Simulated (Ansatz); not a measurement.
# C4H7FS: one species, many methods

The task here is to estimate one member of a computed series from the others.

The runs use Ansatz 0.2.0, Gaussian basis; functionals in def2-TZVPP, the program's frozen cores in correlated methods.

Plan: PBE-D4, r2SCAN-D4, PBE0-D4, B3LYP-D4, ωB97X-V, ωB97M-V, B2PLYP; CCSD(T)/def2-TZVPP; MP2/def2-QZVPP; extrapolation to the limit.

## The relaxed structure

An earlier PBE0-D4 in a triple-zeta def2 set relaxation fixed the geometry.

SMILES `CC(C)(F)C=S`, 13 atoms, charge 0, spin multiplicity 1.

Atoms are counted from 1 here; the program's logs count them from 0.

Bond lengths: C1–C2 1.521 Å, C1–H7 1.091 Å, C1–H8 1.091 Å, C1–H9 1.091 Å, C2–C3 1.521 Å, C2–F4 1.381 Å, C2–C5 1.501 Å, C3–H10 1.091 Å, C3–H11 1.091 Å, C3–H12 1.091 Å, C5–S6 1.601 Å, C5–H13 1.094 Å. Angles: C2–C1–H7 111.0°, C2–C1–H8 109.3°, C2–C1–H9 110.1°, H7–C1–H8 108.7°, H7–C1–H9 108.9°, H8–C1–H9 109.0°, C1–C2–C3 112.3°, C1–C2–F4 107.7°, C1–C2–C5 109.4°, C3–C2–F4 107.7°, C3–C2–C5 109.4°, F4–C2–C5 110.2°, C2–C3–H10 110.1°, C2–C3–H11 109.3°, C2–C3–H12 111.0°, H10–C3–H11 109.0°, H10–C3–H12 108.9°, H11–C3–H12 108.7° and more.

The first run:

Contents of in.yaml:

```yaml
crystal:
  periodic: [false, false, false]
  atoms:
    - {symbol: C, position_ang: [-0.866702, -0.732586, 0.841352]}
    - {symbol: C, position_ang: [-0.248385, 0.135602, -0.243668]}
    - {symbol: C, position_ang: [0.952828, -0.527338, -0.900134]}
    - {symbol: F, position_ang: [-1.204765, 0.331521, -1.219787]}
    - {symbol: C, position_ang: [0.167749, 1.451472, 0.346112]}
    - {symbol: S, position_ang: [-0.376771, 2.903291, -0.052481]}
    - {symbol: H, position_ang: [-0.157797, -0.907506, 1.652585]}
    - {symbol: H, position_ang: [-1.152348, -1.694950, 0.413039]}
    - {symbol: H, position_ang: [-1.755304, -0.247757, 1.247738]}
    - {symbol: H, position_ang: [1.331887, 0.100320, -1.707709]}
    - {symbol: H, position_ang: [0.651090, -1.491807, -1.312386]}
    - {symbol: H, position_ang: [1.752423, -0.691510, -0.175609]}
    - {symbol: H, position_ang: [0.926593, 1.336446, 1.125851]}
basis:
  gaussian: {orbitals: def2-TZVPP}
hamiltonian: {xc: pbe, dispersion: d4}
output: {forces: true, orbitals: {seedname: orbitals}}
```

Launch:

```
> ansatz run in.yaml --threads 2 --pin off --events-out ev --progress --plain --max-ram 22528MiB --backend cuda --devices 0, --max-vram 18GiB
```

Among the steps run: PBE-D4 (GGA); r2SCAN-D4 (meta-GGA); PBE0-D4 (hybrid); B3LYP-D4 (hybrid); ωB97X-V (range-separated); ωB97M-V (range-separated); B2PLYP (double hybrid); CCSD(T) in def2-TZVPP; MP2 in def2-QZVPP.

One table of the session follows, with a row left open; its other results are not shown here.

| method | atomisation energy (eV) |
| --- | --- |
| PBE-D4 | 54.665 |
| r2SCAN-D4 | 53.437 |
| PBE0-D4 | 53.621 |
| B3LYP-D4 | 53.145 |
| ωB97X-V | 53.287 |
| ωB97M-V | 53.411 |
| B2PLYP | 52.642 |
| HF/def2-TZVPP | 38.782 |
| MP2/def2-TZVPP | 52.887 |
| CCSD/def2-TZVPP | ? |
| CCSD(T)/def2-TZVPP | 51.909 |
| MP2/CBS | 54.164 |
| CCSD(T)/CBS | 53.187 |

Estimate the missing values for CCSD/def2-TZVPP.

As computed: atomisation energy (eV): 51.021. In the column «atomisation energy (eV)» it lies between HF/def2-TZVPP (38.782) and CCSD(T)/def2-TZVPP (51.909).

To keep in mind: Free atoms (4 C, 1 F, 1 S, 7 H) were run apart at each level; the atomisation energy is their sum less the molecule, without zero-point or spin-orbit terms.
